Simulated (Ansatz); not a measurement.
This geometry of H2 + HO2 (5 atoms, charge 0, multiplicity 2) is a first-order saddle point.

Method: UKS r2SCAN-D4/def2-SVP in Ansatz 0.2.0.

```xyz
5
Properties=species:S:1:pos:R:3
H 0.029 -1.211 1.084
H 0.458 -1.623 1.555
O -0.942 0.298 -0.786
O -0.148 1.336 -0.617
H 0.602 1.200 -1.236
```

Q: Which two structures does it join? (They come from a converged band through this point; their orientation in space is the band's.)

A: No bond is made or broken.

Initial state:

```xyz
5
Properties=species:S:1:pos:R:3
H 0.007 -1.298 1.163
H 0.278 -1.721 1.733
O -0.723 0.236 -0.751
O 0.295 1.073 -0.707
H 0.142 1.711 -1.438
```

Final state:

```xyz
5
Properties=species:S:1:pos:R:3
H -0.103 -0.948 0.771
H 0.541 -0.882 1.175
O -1.032 0.247 -0.978
O 0.041 0.995 -0.854
H 0.552 0.588 -0.114
```

Q: How far does it lie above each of them?

A: 0.5 kcal/mol above the first and 1.9 kcal/mol above the second. This is the barrier of this one path; another mechanism may lie lower.

Time of the run: 7.2 min on 1 CPU thread of a shared host.
